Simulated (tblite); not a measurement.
Dithiane, C4H8S2.
SMILES with atom numbers: `[CH2:1]1[CH2:2][CH2:3][S:4][S:5][CH2:6]1` (hydrogens: H7, H8 on C1; H9, H10 on C2; H11, H12 on C3; H13, H14 on C6)

Computed with GFN2-xTB (tblite), gas phase: Langevin dynamics at 400 K from the optimised GFN2-xTB geometry, time step 0.5 fs, friction 0.01 fs⁻¹, 2000 steps. Over the second half of the run the saved frames average 419 K.

The optimised geometry, where the run starts:
```
atom  x, y, z in Å
C1      0.596   -0.804   -0.425
C2     -0.788   -0.713    0.225
C3     -1.492    0.611   -0.040
S4     -0.619    1.991    0.787
S5      1.113    1.911   -0.283
C6      1.593    0.197    0.141
H7      0.503   -0.642   -1.502
H8      0.992   -1.811   -0.270
H9     -0.692   -0.855    1.304
H10    -1.413   -1.520   -0.165
H11    -1.543    0.836   -1.105
H12    -2.495    0.612    0.383
H13     1.664    0.128    1.227
H14     2.580    0.059   -0.298
```

t = 300 fs, T = 301 K, E(pot) 0.725 eV above the start
```
atom  x, y, z in Å  |  force x, y, z in eV/Å
C1     -0.043   -1.556    0.104   -0.114  -1.322  -0.063
C2     -1.368   -0.794    0.112   -1.196  -0.364   1.878
C3     -1.490    0.576   -0.482    0.683   0.847  -1.687
S4     -0.358    1.639    0.496    0.394   0.129  -0.599
S5      1.387    0.769   -0.218   -0.673   1.337   0.197
C6      1.190   -0.808    0.555    0.721  -1.462   0.549
H7      0.096   -1.781   -0.958    0.191  -0.167  -0.075
H8     -0.129   -2.631    0.632    0.044   2.393  -0.777
H9     -1.837   -0.608    1.140    0.907  -0.769  -0.793
H10    -2.000   -1.488   -0.401   -0.971  -0.274  -0.348
H11    -1.266    0.690   -1.594    0.297  -0.359   1.221
H12    -2.488    0.999   -0.409   -0.110  -0.147   0.465
H13     1.308   -0.828    1.647   -0.159   0.516  -0.193
H14     2.076   -1.304    0.139   -0.014  -0.358   0.225
```

t = 425 fs, T = 310 K, E(pot) 0.714 eV above the start
```
atom  x, y, z in Å  |  force x, y, z in eV/Å
C1      0.119   -1.617   -0.175   -1.892  -0.008   0.315
C2     -1.293   -0.917   -0.073   -0.094  -0.122  -2.162
C3     -1.159    0.531   -0.605   -0.934   0.890   0.686
S4     -0.126    1.620    0.429    1.396  -0.827   0.315
S5      1.646    0.451    0.405   -0.797   1.238   0.654
C6      0.949   -1.143    0.959   -0.067   0.830   0.142
H7      0.615   -1.383   -1.102   -0.124  -0.037  -0.501
H8      0.048   -2.682   -0.046   -0.479  -0.623  -0.321
H9     -1.685   -0.873    0.967    0.272  -0.314  -0.839
H10    -2.050   -1.438   -0.813    1.247   0.752   1.592
H11    -0.812    0.695   -1.631   -0.188  -0.611   0.191
H12    -2.088    1.138   -0.434    0.191  -0.908  -0.570
H13     0.315   -1.188    1.858    0.792   0.551   0.046
H14     1.853   -1.693    1.037    0.675  -0.810   0.450
```

t = 525 fs, T = 329 K, E(pot) 0.519 eV above the start
```
atom  x, y, z in Å  |  force x, y, z in eV/Å
C1     -0.056   -1.640    0.141    0.757   0.195  -0.678
C2     -1.242   -0.715   -0.010   -0.249  -0.167  -1.390
C3     -0.815    0.621   -0.679   -1.252  -0.775  -0.062
S4      0.025    1.632    0.556   -0.024   0.570   0.007
S5      1.733    0.554    0.614   -0.194  -0.751   0.018
C6      0.935   -1.064    1.085    2.778  -0.924  -0.307
H7      0.419   -1.872   -0.818   -0.050   0.575  -0.344
H8     -0.300   -2.628    0.472   -0.666  -0.537   0.707
H9     -1.854   -0.596    0.874    0.308   0.259   0.370
H10    -1.838   -1.277   -0.711   -0.856   0.153  -0.545
H11    -0.133    0.334   -1.493   -0.235   0.588   0.118
H12    -1.719    1.189   -1.048    1.031  -0.532   0.335
H13     0.414   -0.912    1.987    0.015   0.184   1.410
H14     1.844   -1.784    1.149   -1.364   1.164   0.360
```

t = 625 fs, T = 467 K, E(pot) 0.655 eV above the start
```
atom  x, y, z in Å  |  force x, y, z in eV/Å
C1      0.004   -1.373    0.014   -2.990   0.020   1.397
C2     -1.260   -0.516   -0.256    0.802   0.583   1.252
C3     -0.811    0.945   -0.611   -1.435  -0.407   1.108
S4      0.102    1.774    0.762    0.726  -0.551  -0.720
S5      1.765    0.505    0.790   -1.181   0.533   0.641
C6      0.683   -0.942    1.278    1.269   0.992  -0.565
H7      0.626   -1.316   -0.816    1.215  -0.305  -1.280
H8     -0.363   -2.372    0.264    0.125  -0.319  -0.663
H9     -1.911   -0.682    0.643    0.503   1.023  -0.482
H10    -1.835   -0.927   -1.042   -0.358  -0.266  -1.178
H11    -0.312    0.950   -1.562    0.652  -0.002  -0.084
H12    -1.653    1.642   -0.699   -0.189  -0.351  -0.040
H13     0.017   -0.645    2.114    0.692  -0.479  -0.504
H14     1.446   -1.683    1.415    0.169  -0.472   1.119
```

t = 675 fs, T = 516 K, E(pot) 0.503 eV above the start
```
atom  x, y, z in Å  |  force x, y, z in eV/Å
C1     -0.003   -1.385   -0.065    1.778   0.399   0.268
C2     -1.101   -0.370   -0.270   -1.828  -0.420   0.834
C3     -0.714    1.009   -0.727    1.074   0.708   0.576
S4      0.085    1.873    0.705   -0.101  -0.014   0.039
S5      1.696    0.628    0.936   -0.071   0.186  -0.297
C6      0.881   -0.987    1.182    1.152  -1.266  -0.726
H7      0.624   -1.204   -0.966    0.057  -0.872   0.438
H8     -0.346   -2.457    0.008    0.273   1.265  -0.065
H9     -1.709   -0.302    0.692    0.496   0.132  -1.088
H10    -1.764   -0.709   -1.063   -0.285  -0.493   0.021
H11     0.027    1.101   -1.523   -0.023  -0.545  -0.065
H12    -1.568    1.591   -1.035   -0.315   0.180   0.222
H13     0.297   -0.897    2.087   -0.086  -0.297   0.170
H14     1.837   -1.675    1.343   -2.122   1.040  -0.329
```

t = 750 fs, T = 433 K, E(pot) 0.825 eV above the start
```
atom  x, y, z in Å  |  force x, y, z in eV/Å
C1     -0.011   -1.399    0.067    0.898   0.135  -3.064
C2     -1.055   -0.382   -0.215   -1.738   0.609   1.631
C3     -0.652    1.023   -0.610   -1.504   0.636   0.294
S4      0.066    1.840    0.811    0.328   0.463   1.120
S5      1.727    0.658    0.917   -0.630  -0.876   0.216
C6      0.914   -1.041    1.121    2.484  -0.064   2.379
H7      0.512   -1.502   -0.912    0.536   0.256   0.294
H8     -0.370   -2.388    0.152   -0.967  -1.014   0.807
H9     -1.602   -0.254    0.787    0.102  -0.041  -1.325
H10    -1.729   -0.752   -0.968   -0.462  -0.240  -0.195
H11     0.054    1.276   -1.351    0.728  -0.741  -1.312
H12    -1.590    1.571   -0.874    0.582  -0.221   0.305
H13     0.616   -1.268    2.172   -0.645   1.022  -0.600
H14     1.796   -1.693    1.109    0.289   0.077  -0.551
```

t = 850 fs, T = 496 K, E(pot) 0.876 eV above the start
```
atom  x, y, z in Å  |  force x, y, z in eV/Å
C1      0.053   -1.438    0.254   -1.266   0.333  -1.629
C2     -1.192   -0.486   -0.051    1.465  -0.999   0.326
C3     -0.909    1.004   -0.223    0.009  -0.743  -0.900
S4      0.300    1.846    0.882   -0.054  -1.243   0.142
S5      1.876    0.426    0.897    0.299   1.427  -0.586
C6      1.073   -1.121    1.260   -1.510   1.120   3.347
H7      0.625   -1.524   -0.669   -0.272  -0.325  -0.412
H8     -0.441   -2.359    0.519    0.113  -0.650  -0.120
H9     -1.886   -0.590    0.744   -0.691  -0.294   0.852
H10    -1.611   -0.999   -0.959    0.109   1.069   0.598
H11    -0.572    1.077   -1.221    1.242   0.399  -1.259
H12    -1.835    1.549   -0.309   -0.372   0.388   0.940
H13     0.546   -0.939    2.281    0.797  -0.445  -1.102
H14     1.825   -1.884    1.407    0.129  -0.038  -0.197
```

t = 900 fs, T = 513 K, E(pot) 0.683 eV above the start
```
atom  x, y, z in Å  |  force x, y, z in eV/Å
C1     -0.009   -1.342    0.069   -0.270  -0.020   0.886
C2     -1.243   -0.415    0.285    2.090  -0.412   1.951
C3     -0.836    0.920   -0.264    0.622   0.968  -1.491
S4      0.338    1.794    0.894   -0.503  -0.204  -0.320
S5      1.911    0.489    0.685    0.191   1.568  -0.149
C6      1.096   -1.024    1.103    0.498  -1.083  -2.225
H7      0.367   -1.187   -0.956   -0.061  -0.464   0.451
H8     -0.373   -2.363    0.238    0.409  -0.015  -0.248
H9     -1.430   -0.452    1.438   -0.213   0.408  -2.029
H10    -1.992   -0.858   -0.295   -1.535  -0.291  -0.433
H11    -0.176    0.704   -1.199   -1.212   0.695   1.185
H12    -1.677    1.608   -0.573    0.947  -0.635   0.642
H13     0.741   -1.033    2.084   -0.462  -0.040   1.470
H14     1.972   -1.676    0.959   -0.499  -0.476   0.309
```

t = 975 fs
```
atom  x, y, z in Å
C1     -0.122   -1.341    0.370
C2     -1.303   -0.293    0.304
C3     -0.745    0.955   -0.222
S4      0.362    1.747    1.035
S5      1.845    0.517    0.394
C6      1.087   -1.024    1.244
H7      0.307   -1.561   -0.632
H8     -0.495   -2.291    0.856
H9     -1.811   -0.269    1.254
H10    -2.101   -0.600   -0.481
H11    -0.118    0.760   -1.010
H12    -1.362    1.773   -0.535
H13     1.046   -0.905    2.375
H14     1.759   -1.863    0.996
```

Q: Estimate the potential energy and the forces of this last frame.

A: 1.017 eV above the start.

| atom | Fx (eV/Å) | Fy (eV/Å) | Fz (eV/Å) |
| --- | --- | --- | --- |
| C1 | -1.231 | -0.921 | 1.057 |
| C2 | -0.511 | -2.186 | -1.385 |
| C3 | -0.528 | 2.221 | 1.740 |
| S4 | 0.244 | -0.089 | -0.453 |
| S5 | 0.580 | -0.819 | 1.681 |
| C6 | 0.985 | 0.478 | -0.591 |
| H7 | -0.669 | 0.158 | 0.521 |
| H8 | -0.102 | 0.642 | -0.905 |
| H9 | 0.015 | 0.391 | 0.332 |
| H10 | 1.151 | -0.131 | 1.137 |
| H11 | 1.394 | -0.521 | -2.026 |
| H12 | -1.159 | 0.113 | 0.073 |
| H13 | -0.385 | 0.159 | -1.640 |
| H14 | 0.215 | 0.507 | 0.460 |

The bond farthest from its length at the start is S5–C6 (1.916 against 1.830 Å), and half the difference of its two atoms' forces along it is -1.11 eV/Å (positive lengthens). The largest atomic force is 2.87 eV/Å.

The cost below is that of the whole dynamics run. On one thread, Arm Neoverse V2 (aarch64), shared host with 32 logical CPUs at a one-minute load of 22, this took 9.0 s and 0.18 GiB of memory at its peak.
